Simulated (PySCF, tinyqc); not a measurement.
RHF in the sto-3g basis, for CH2, spin multiplicity 1, step by step. This run ends on a higher stationary point, not on the lowest solution. The lowest restricted solution is unstable here: a spin-polarised one lies 0.0230 hartree lower (PySCF). One step of it, computed by the program tinyqc.

Task: Iteration 13 (converged): orbitals. Diagonalise F' = X^T F X, C = X C', fill 4 alpha and 4 beta electrons from the bottom; D = 2 C_occ C_occ^T. Each column has its largest component positive (the first on a tie).

converged F (hartree), order 1C 1s, 1C 2s, 1C 2px, 1C 2py, 1C 2pz, 2H 1s, 3H 1s:
```
[[-10.885776, -2.935439, 0.000000, 0.000000, 0.007917, -0.355542, -0.355542],
 [-2.935439, -1.293122, 0.000000, 0.000000, -0.076416, -0.452907, -0.452907],
 [0.000000, 0.000000, -0.186719, 0.000000, 0.000000, 0.000000, 0.000000],
 [0.000000, 0.000000, 0.000000, -0.017785, 0.000000, -0.286852, 0.286852],
 [0.007917, -0.076416, 0.000000, 0.000000, 0.266612, -0.116201, -0.116201],
 [-0.355542, -0.452907, 0.000000, -0.286852, -0.116201, -0.241097, -0.052700],
 [-0.355542, -0.452907, 0.000000, 0.286852, -0.116201, -0.052700, -0.241097]]
```

X, order 1C 1s, 1C 2s, 1C 2px, 1C 2py, 1C 2pz, 2H 1s, 3H 1s:
```
[[-0.380005, 0.000000, 0.726163, 0.000000, -0.589275, 0.000000, 0.232838],
 [0.966704, 0.000000, -0.314666, 0.000000, -0.291208, 0.000000, 0.486189],
 [0.000000, 0.000000, 0.000000, 1.000000, 0.000000, 0.000000, 0.000000],
 [0.000000, 0.909783, 0.000000, 0.000000, 0.000000, 0.624177, 0.000000],
 [0.455797, 0.000000, 0.649168, 0.000000, 0.639137, 0.000000, 0.226402],
 [-0.649974, -0.693529, -0.218659, 0.000000, 0.179801, 0.409403, 0.372872],
 [-0.649974, 0.693529, -0.218659, 0.000000, 0.179801, -0.409403, 0.372872]]
```

Give: F' = X^T F X; orbital energies; coefficients C; D after iteration 13.

Result:

F' = X^T F X (hartree):
```
[[0.0381, 0.0000, 1.3486, 0.0000, -1.0962, 0.0000, 0.5362],
 [0.0000, 0.5280, 0.0000, 0.0000, 0.0000, 0.1315, 0.0000],
 [1.3486, 0.0000, -4.2367, 0.0000, 4.5947, 0.0000, -2.3916],
 [0.0000, 0.0000, 0.0000, -0.1867, 0.0000, 0.0000, 0.0000],
 [-1.0962, 0.0000, 4.5947, 0.0000, -4.5926, 0.0000, 2.7781],
 [0.0000, 0.1315, 0.0000, 0.0000, 0.0000, -0.3633, 0.0000],
 [0.5362, 0.0000, -2.3916, 0.0000, 2.7781, 0.0000, -2.1356]]
```

orbital energies (hartree): [-10.8916, -0.6550, -0.3823, -0.1867, 0.1247, 0.4952, 0.5470]

coefficients C, order 1C 1s, 1C 2s, 1C 2px, 1C 2py, 1C 2pz, 2H 1s, 3H 1s:
```
[[0.9934, -0.2270, 0.0000, 0.0000, -0.1514, -0.1094, 0.0000],
 [0.0266, 0.7714, 0.0000, 0.0000, 0.6746, 0.5513, 0.0000],
 [0.0000, 0.0000, 0.0000, 1.0000, 0.0000, 0.0000, 0.0000],
 [0.0000, 0.0000, 0.4876, 0.0000, 0.0000, 0.0000, 0.9897],
 [0.0010, 0.0625, 0.0000, 0.0000, -0.5545, 0.8818, 0.0000],
 [-0.0044, 0.2737, 0.5044, 0.0000, -0.4715, -0.5868, -0.6278],
 [-0.0044, 0.2737, -0.5044, 0.0000, -0.4715, -0.5868, 0.6278]]
```

D after iteration 13, order 1C 1s, 1C 2s, 1C 2px, 1C 2py, 1C 2pz, 2H 1s, 3H 1s:
```
[[2.0766, -0.2973, 0.0000, 0.0000, -0.0264, -0.1330, -0.1330],
 [-0.2973, 1.1914, 0.0000, 0.0000, 0.0965, 0.4220, 0.4220],
 [0.0000, 0.0000, 2.0000, 0.0000, 0.0000, 0.0000, 0.0000],
 [0.0000, 0.0000, 0.0000, 0.4756, 0.0000, 0.4919, -0.4919],
 [-0.0264, 0.0965, 0.0000, 0.0000, 0.0078, 0.0342, 0.0342],
 [-0.1330, 0.4220, 0.0000, 0.4919, 0.0342, 0.6587, -0.3589],
 [-0.1330, 0.4220, 0.0000, -0.4919, 0.0342, -0.3589, 0.6587]]
```
